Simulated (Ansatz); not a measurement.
C2H2Cl2F2, SMILES `FC(F)C(Cl)Cl`, relaxed with RKS PBE-D4/def2-SVP in Ansatz 0.2.0 from a rough embedded geometry. The force threshold is 0.03 eV/Å; the program also tests the step.

Charge 0, multiplicity 1.

Start:

```xyz
8

F    -0.979   -1.402   -0.544
C     0.148   -0.686   -0.362
F     0.677   -0.494   -1.586
C    -0.187    0.662    0.281
Cl    1.308    1.602    0.453
Cl   -0.932    0.376    1.862
H     0.852   -1.281    0.239
H    -0.886    1.224   -0.344
```

Question: By how much does the energy fall, and how many steps does the optimiser take? (Best estimate.)

Answer: The calculation gave: 3.55 kJ/mol, in 3 steps.

Question: Which bonds change most? (Estimate.)

Answer: Ansatz gave: C2–H7 from 1.100 to 1.114 Å; C4–H8 from 1.093 to 1.107 Å; C4–Cl6 from 1.771 to 1.784 Å; F1–C2 from 1.347 to 1.360 Å.

Question: Give the relaxed structure. (Best estimate.)

Answer: Computed: 
```xyz
8

F    -1.005   -1.398   -0.534
C     0.149   -0.698   -0.370
F     0.686   -0.472   -1.599
C    -0.175    0.652    0.290
Cl    1.318    1.618    0.442
Cl   -0.953    0.375    1.871
H     0.863   -1.290    0.249
H    -0.884    1.213   -0.349
```
